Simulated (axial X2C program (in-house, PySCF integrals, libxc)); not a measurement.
# Worked dissociation energy of SiN: B3LYP, two-component

Calculated with an in-house relativistic program for diatomic molecules. Two-component (2c) means X2C with spin–orbit coupling and atomic mean-field two-electron Coulomb and Gaunt terms. Basis: Si dyall-v3z [8s7p2d1f], N dyall-av3z [7s7p3d2f] (cores contracted in-house); Gaussian nuclei, density fitting, unrestricted open shells. Masses: Si 27.977 u, N 14.003 u.

Molecular state: Ω = 3/2 (⟨Sz⟩ = 0.50, ⟨Lz⟩ = 1.00 at B3LYP).

| Item | Value |
| --- | --- |
| E(Si) (2M_J = 2) | -289.975766 hartree |
| E(N) (2M_J = 3) | -54.634178 hartree |
| E(SiN) at Re | -344.773081 hartree |
| ωe | 1046.5 cm⁻¹ |
| ωexe | 5.99 cm⁻¹ |

Q: Work out De and D0.

A: De = -289.975766 + (-54.634178) − (-344.773081) = 0.16314 hartree = 4.439 eV. The zero-point energy is ωe/2 − ωexe/4 = 522 cm⁻¹ = 0.065 eV, so D0 = 4.374 eV.

De is counted from the lowest determinant-based energies of the atoms at the same level, without counterpoise correction. Density functionals use the spin component along the axis (collinear). In 2c an atomic determinant is not the ground J level, so De misses part of the atomic spin–orbit lowering. This holds for B3LYP. The functionals have no current-density term, which raises determinants with orbital currents, atoms included. The state is one determinant with fixed occupations, lowest in a PBE0 search at one distance only: followed along the bond, the spin-free determinant M_S = 1/2, Λ = 0 reaches 0.18 eV lower at PBE0, at Re = 1.571 Å, so the state shown is not the lowest. The determinant is spin-polarised beyond a pure state at some levels (its spin-free form has ⟨S²⟩ too high), which makes Re and μ there less reliable.

Each atomic determinant is the lowest at this level and need not be a pure J level. Totals compare only within one Hamiltonian and basis.
